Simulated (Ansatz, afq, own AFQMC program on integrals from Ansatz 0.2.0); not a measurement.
Integrals from Ansatz 0.2.0, then the random walk in our own AFQMC program (afq).

```yaml
crystal:
  periodic: [false, false, false]
  atoms:
    - {symbol: N, position_ang: [0.000000, 0.000000, 0.000000]}
    - {symbol: H, position_ang: [0.000000, 0.000000, 0.953000]}
basis:
  gaussian: {orbitals: "6-31++G**"}
total_charge: -1
magnetization: {spin_polarized: true, initial_magnetization: 1}
correlation: {method: ccsd_t, electrons: outside_noble_gas, hamiltonian_folder: ham}
```

```sh
$ ansatz run in.yaml --threads 1 --pin off --events-out ev --progress --plain --max-ram 16896MiB --backend cuda --devices 0, --max-vram 18GiB
```

afq runs on the folder ham with

```
--method phaseless --trial cisd --walkers 4000 --populations 20 --least-time 60 --time-step 0.005 --steps-per-block 50 --equilibration-blocks 28 --max-blocks 4000 --target-error 0.00016 --factor-cut 1e-05 --start spin_pure --seed 7601 --release-times 0.24,0.51,0.99,1.62,2.4 --release-step 0.03 --release-every 3 --taylor-order 6
```

Times are imaginary, in 1/Eh. The walk had a cap of 122 s. With eight or more populations the least sampling time is a fifth of least-time, and the error comes from their spread.

Output of the walk:

```
orbitals 24  electrons 4 3  factors 157 of 240
reference energy -54.90437978 Eh
CCSD correlation -0.16982763 Eh in 12 cycles, weight of the determinant in the CISD state 0.9249
energy of the start -55.073498 Eh
 block  time / (1/Eh)  mean weight  energy / Eh
     1     0.250  1.0001  -55.073234
     2     0.500  0.9998  -55.074790
     3     0.750  0.9999  -55.075912
     4     1.000  1.0002  -55.076470
     5     1.250  1.0001  -55.077598
     8     2.000  0.9998  -55.077865
    11     2.750  1.0000  -55.078904
    17     4.250  0.9997  -55.079471
    23     5.750  0.9996  -55.078466
    29     7.250  1.0001  -55.079738
    35     8.750  0.9998  -55.079720
    41    10.250  0.9997  -55.079410
    47    11.750  1.0000  -55.079456
    51    12.750  1.0001  -55.074578
    53    13.250  1.0001  -55.078522
    59    14.750  1.0000  -55.079559
    65    16.250  1.0000  -55.080269
    71    17.750  0.9999  -55.079292
    77    19.250  0.9999  -55.079779
    83    20.750  1.0000  -55.078760
    87    21.750  1.0001  -55.080222
error from the spread of 20 populations
released: time / (1/Eh)  energy / Eh  error  mean overlap
  0.24  -55.079212  0.000080  0.9996
  0.51  -55.079396  0.000050  0.9968
  0.99  -55.079517  0.000061  0.9951
  1.62  -55.079506  0.000061  0.9925
  2.40  -55.079452  0.000070  0.9921
energy -55.079262 +/- 0.000155 Eh
(rows thinned)
```

The run passed its tests (sampling time, drift between the halves within three errors, error under three times the target), which doesn't prove that it has relaxed.

Against this walk (error 4.2 meV) on the same determinant: CCSD(T) 21.9 meV higher, CCSDT(Q) 8.1 meV lower (within the noise), CCSDTQ 6.9 meV lower (within the noise), full CI 7.1 meV lower (within the noise). The error is statistical and leaves out the bias of the constraint. Released to 2.40 1/Eh the energy moves by -5 ± 5 meV (both errors), within twice the noise.

Cautions: constraint bias not in the error; an unrestricted solution with more broken spin lies lower (279 meV, ⟨S²⟩ 1.76).

The walk took 23 s on 1 × NVIDIA H100 80GB HBM3 with 2 threads of AMD EPYC 7R13 Processor (Zen 3), on a shared host (the card was shared). The log's last line is the phaseless energy.

CCSDT and higher add their correlation energy to the determinant of the CCSD(T) run, since their own runs factorise the integrals more tightly (a shift of under 2 meV). A walk keeps the symmetry of its determinant, which the program's search chose and which needn't be the lowest solution, so a lower state of the same spin and another symmetry isn't excluded.
